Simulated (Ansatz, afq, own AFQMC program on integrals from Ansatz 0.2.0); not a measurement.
Two steps: Ansatz 0.2.0 writes the Fock matrix and Cholesky factors of the valence space, and afq projects on them the lowest state that overlaps trial and start.

```yaml
crystal:
  periodic: [false, false, false]
  atoms:
    - {symbol: C, position_ang: [0.000000, 0.000000, 0.000000]}
basis:
  gaussian: {orbitals: def2-TZVP}
magnetization: {spin_polarized: true, initial_magnetization: 2}
correlation: {method: ccsd_t, electrons: outside_noble_gas, hamiltonian_folder: ham}
```

```sh
$ ansatz run in.yaml --threads 1 --pin off --events-out ev --progress --plain --max-ram 24576MiB --backend cuda --devices 0, --max-vram 18GiB
```

Options of the walk:

```
--method phaseless --trial cisd --walkers 4000 --populations 20 --least-time 60 --time-step 0.005 --steps-per-block 50 --equilibration-blocks 28 --max-blocks 4000 --target-error 7e-05 --factor-cut 1e-05 --start spin_pure --seed 5968 --release-times 0.24,0.5,1,1.5 --release-step 0.02 --release-every 3 --taylor-order 6
```

Times are imaginary, in 1/Eh. The walk had a cap of 122 s. With eight or more populations the least sampling time is a fifth of least-time, and the error comes from their spread.

```
orbitals 30  electrons 3 1  factors 190 of 190
reference energy -37.69247880 Eh
CCSD correlation -0.08652026 Eh in 9 cycles, weight of the determinant in the CISD state 0.9495
energy of the start -37.778957 Eh
 block  time / (1/Eh)  mean weight  energy / Eh
     1     0.250  0.9999  -37.779256
     2     0.500  1.0000  -37.779773
     3     0.750  0.9997  -37.780209
     4     1.000  0.9998  -37.780537
     5     1.250  1.0000  -37.780732
     8     2.000  1.0000  -37.781129
    11     2.750  0.9999  -37.781208
    14     3.500  0.9999  -37.781424
    17     4.250  1.0000  -37.781227
    20     5.000  0.9998  -37.781580
    23     5.750  1.0000  -37.781726
    26     6.500  0.9999  -37.781540
    27     6.750  1.0000  -37.781746
    29     7.250  1.0000  -37.781533
    32     8.000  0.9997  -37.781299
    35     8.750  1.0001  -37.781396
    38     9.500  1.0001  -37.781310
    41    10.250  1.0001  -37.781501
    44    11.000  1.0002  -37.781356
    47    11.750  1.0002  -37.781138
    50    12.500  1.0001  -37.781290
    51    12.750  1.0000  -37.781064
    53    13.250  1.0002  -37.781457
    56    14.000  1.0003  -37.781456
    59    14.750  1.0001  -37.781312
    62    15.500  1.0002  -37.781420
    65    16.250  0.9999  -37.781338
    68    17.000  1.0002  -37.781369
    71    17.750  1.0002  -37.781437
    74    18.500  1.0003  -37.781300
    77    19.250  1.0002  -37.781276
    78    19.500  1.0003  -37.781237
error from the spread of 20 populations
released: time / (1/Eh)  energy / Eh  error  mean overlap
  0.24  -37.781379  0.000035  0.9971
  0.50  -37.781454  0.000024  0.9955
  1.00  -37.781341  0.000081  0.9918
  1.50  -37.781436  0.000024  0.9942
energy -37.781339 +/- 0.000038 Eh
(rows thinned)
```

**Question.** Estimate how long the walk took on 1 × NVIDIA H100 80GB HBM3 with 2 threads of AMD EPYC 7R13 Processor (Zen 3), with other jobs on the host (the card was shared).

**Answer.** 23 s of wall time.

The run passed its tests (sampling time, drift between the halves within three errors, error under three times the target), which doesn't prove that it has relaxed.

Against this walk (error 1.0 meV) on the same determinant: CCSD(T) 8.4 meV higher, CCSDT(Q) 5.5 meV lower, full CI 5.7 meV lower. The error is statistical and leaves out the bias of the constraint. Released to 1.50 1/Eh the energy lies 2.6 ± 1.2 meV (both errors) below the phaseless value, which shows part or all of the bias of the constraint, and full CI lies 3.1 meV below the released value. Full CI is exact here, so the walk's 6 meV above it is the walk's own error: the bias of the constraint with this trial.

Cautions: constraint bias not in the error.

CCSDT and higher add their correlation energy to the determinant of the CCSD(T) run, since their own runs factorise the integrals more tightly (a shift of under 2 meV). A walk keeps the symmetry of its determinant, which the program's search chose and which needn't be the lowest solution, so a lower state of the same spin and another symmetry isn't excluded.
